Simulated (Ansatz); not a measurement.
bcc Na was calculated with PBEsol (plane waves, PAW; Ansatz, a quantum-chemistry and plane-wave program).

Settings: plane-wave cutoff 520 eV, 18×18×18 k mesh, Fermi–Dirac smearing 0.1 eV, perturbation theory, force constants from a 6×6×6 q mesh, scalar-relativistic PAW data made under PBE.

Quasi-harmonic results against temperature at zero pressure (zero-point motion included, B isothermal):

```
T (K)   a (Å)  linear α (10⁻⁶/K)  B (GPa)  C_P (J/K per mol of atoms)  Grüneisen γ
-----  ------  -----------------  -------  --------------------------  -----------
100    4.1989              54.17      7.4                       22.33         1.22
200    4.2243              65.03      6.8                       25.53         1.24
400    4.2861              80.76      5.7                       28.39         1.30
500    4.3231              91.83      5.1                       30.09         1.33
600    4.3663             108.44      4.3                       32.49         1.38
700    4.4197             138.19      3.5                       36.57         1.45
800    4.4953             218.04      2.3                       47.10         1.56
```

The crystal is taken as a harmonic solid at every temperature: melting, phase changes and anharmonicity beyond the change of volume are not seen, nor the electrons' share in a metal.

Measured, for comparison: quasi-harmonic linear expansion coefficient at 300 K 71 ×10⁻⁶/K (temperature not stated, polycrystal mean; as tabulated in Wikipedia's data pages). Computed (rounded) less measured: quasi-harmonic linear expansion coefficient at 300 K +2 %.
